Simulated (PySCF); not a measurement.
# P2−: a composite coupled-cluster curve

Aim: bond length, wavenumber and bond energy of P2− near the limit of CCSD(T), built from two basis sets and any small corrections listed.

Method: CCSD(T) on ROHF, no relativity in the base curves; scalar relativity is added as a correction; program: PySCF 2.14.0.

1 further run of the same task is left out (set aside as unsound or not needed).

**1. The job**

* molecule: P2−
* state: doublet, unpaired electrons π ↑
* smaller basis: P aug-cc-pV(D+d)Z
* larger basis: P aug-cc-pV(T+d)Z
* frozen core orbitals: 10
* extrapolation: correlation as n⁻³ (n = 2, 3), Hartree–Fock as (n+1)·exp(−9√n)
* corrections: core–valence correlation, scalar relativity
* distances (Å): 1.7471, 1.8266, 1.9060, 1.9854, 2.0648, 2.1641, 2.2633
* masses (u): 30.9738, 30.9738
* dissociation limit: P + P−

On the command line:

```console
> OMP_NUM_THREADS=4 python comp.py task.json out
```

**2. Coupled cluster at each distance**

What does the calculation give? Wanted: for each run, Re; ωe; ωexe; αe; De.

The runs gave:

```
                   level  Re (Å)  ωe (cm⁻¹)  ωexe (cm⁻¹)  αe (cm⁻¹)  De (eV)
CCSD(T)/aug-cc-pVDZ(-PP)  2.0135      642.2         2.63    0.00148    4.136
CCSD(T)/aug-cc-pVTZ(-PP)  1.9943      655.8         2.52    0.00145    4.572
                  HF/CBS  1.9409      759.7         2.00    0.00117    2.234
                 MP2/CBS  1.9955      637.4         3.11    0.00164    4.998
                CCSD/CBS  1.9731      692.2         2.31    0.00135    4.366
             CCSD(T)/CBS  1.9895      660.0         2.50    0.00145    4.727
          CCSD(T)/CBS+CV  1.9842      663.1         2.51    0.00146    4.747
       CCSD(T)/CBS+CV+SR  1.9840      661.7         2.50    0.00146    4.734
```

**Reading.** The last step gives Re = 1.9840 Å, ωe = 661.7 cm⁻¹ and De = 4.734 eV; the smaller basis alone is off from it by +29.5 mÅ and -0.60 eV. Near the minimum the mean field binds by 2.20 eV and correlation adds 2.52 eV of binding. T1 is 0.019. Spin–orbit coupling and excitations beyond (T) are left out.
